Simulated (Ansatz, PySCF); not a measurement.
System: C2H5 (charge 0, doublet). It need not be the lowest isomer of its formula. SMILES: C[CH2]
Structure (B3LYP-D3(BJ)/def2-TZVP (Ansatz, an electronic-structure program) minimum search):
```xyz
7

C     -0.0207    -0.6912     0.0019
C      0.0032     0.7917    -0.0023
H      0.9947    -1.1171     0.0074
H     -0.5251    -1.0873     0.8864
H     -0.5178    -1.0924    -0.8844
H      0.0727     1.3495     0.9213
H      0.0803     1.3441    -0.9285
```
Charge 0, spin multiplicity 2.

Wanted: atomisation energy (electronic, to ground-state atoms), in kJ/mol. Valence correlation only, unless marked. UHF or UKS for open shells. Spin-orbit coupling is left out. Non-relativistic. The coupled-cluster limit lacks core correlation, which all-electron functionals hold. CBS(X,Y): correlation extrapolated as X^-3; Hartree-Fock from the larger set. [CCSD(T)-MP2]/basis is that difference in the basis named.

| level | program | atomisation energy (kJ/mol) |
|---|---|---|
| HF/6-31G | Ansatz | 1894.4 |
| HF/6-31G* | Ansatz | 1953.0 |
| HF/def2-SVPD | Ansatz | 1986.1 |
| HF/def2-TZVPP | Ansatz | 1958.8 |
| HF-D4/def2-TZVPD | PySCF + dftd4 | 1981.0 |
| revPBE/def2-TZVPD | Ansatz | 2493.0 |
| PBE0-D4/def2-TZVP | Ansatz + dftd4 | 2542.3 |
| PBE0/def2-QZVPP | Ansatz | 2541.4 |
| BHLYP-D4/def2-TZVPD | Ansatz + dftd4 | 2490.7 |
| r2SCAN0/def2-TZVPD | Ansatz | 2525.3 |
| HSE06-D4/def2-TZVPD | Ansatz + dftd4 | 2544.2 |
| LC-wPBE-D3(BJ)/def2-TZVPD | Ansatz + dftd3 | 2534.4 |
| LC-wPBE-D4/def2-TZVPD | Ansatz + dftd4 | 2534.9 |
| wB97X-V/def2-TZVPD | Ansatz | 2523.2 |
| MP2/def2-TZVPP | Ansatz | 2477.1 |
| RI-MP2/CBS(aug-cc-pVTZ,aug-cc-pVQZ) | Ansatz | 2525.0 |
| SCS-MP2/6-31G | Ansatz | 2211.4 |
| CCSD/def2-SVP | Ansatz | 2417.9 |
| CCSD(T)/def2-SVPD | Ansatz | 2439.3 |
| RI-MP2/CBS(cc-pVTZ,cc-pVQZ)+[CCSD(T)-MP2]/cc-pVDZ | Ansatz | 2524.6 |
| RI-MP2/CBS(aug-cc-pVTZ,aug-cc-pVQZ)+[CCSD(T)-MP2]/aug-cc-pVTZ | Ansatz | 2523.7 |
